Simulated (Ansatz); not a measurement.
in.yaml

```yaml
crystal:
  periodic: [false, false, false]
  atoms:
    - {symbol: O, position_ang: [0.000000, -0.542035, 1.840415]}
    - {symbol: Si, position_ang: [0.000000, 0.407289, 0.643977]}
    - {symbol: Si, position_ang: [0.000000, -0.052366, -1.604392]}
    - {symbol: H, position_ang: [0.000000, -1.285749, -2.452334]}
basis:
  gaussian: {orbitals: cc-pVDZ}
magnetization: {spin_polarized: false, initial_magnetization: 3}
correlation: {method: ccsd_t, electrons: outside_noble_gas}
```

```sh
$ ansatz run in.yaml --threads 1 --pin off --events-out ev --progress --plain --max-ram 2393MiB
```

Log:

```
540 factors; integrals over basis functions are off by at most 1.4e-3 eV
mean field evaluation 1: about -17768.5477 eV, gradient 4.4e1 eV
mean field evaluation 2: about -17768.5891 eV, gradient 4.4e1 eV
mean field evaluation 4: about -17773.0006 eV, gradient 1.9e1 eV
mean field evaluation 8: about -17774.4317 eV, gradient 1.5e0 eV
mean field evaluation 16: about -17774.4616 eV, gradient 1.9e-6 eV
mean field evaluation 32: about -17772.0618 eV, gradient 1.5e-1 eV
mean field evaluation 64: about -17768.4111 eV, gradient 1.4e1 eV
mean field evaluation 96: about -17771.8807 eV, gradient 3.2e0 eV
mean field evaluation 128: about -17769.3000 eV, gradient 7.4e-4 eV
mean field evaluation 160: about -17764.1560 eV, gradient 3.1e1 eV
...
cycle   1  -9.75920192 eV  change   -2.5e-3 eV  update   3.9e-3
cycle   2  -9.75888062 eV  change    3.2e-4 eV  update   3.0e-3
cycle   3  -9.75958218 eV  change   -7.0e-4 eV  update   2.2e-3
cycle   4  -9.76093528 eV  change   -1.4e-3 eV  update   5.8e-4
cycle   5  -9.76237925 eV  change   -1.4e-3 eV  update   3.3e-4
cycle   6  -9.76213138 eV  change    2.5e-4 eV  update   1.4e-4
cycle   7  -9.76210098 eV  change    3.0e-5 eV  update   8.7e-5
cycle   8  -9.76205315 eV  change    4.8e-5 eV  update   3.4e-5
cycle   9  -9.76201660 eV  change    3.7e-5 eV  update   1.7e-5
cycle  10  -9.76202404 eV  change   -7.4e-6 eV  update   7.6e-6
perturbative correction -0.41492363 eV, -0.0152481623 hartree
Total energy: -17784.63850973 eV, -653.5734103717 hartree
```

Ran on 1 thread of Arm Neoverse V2, shared host: 8 s wall, 0.15 GiB peak host memory.
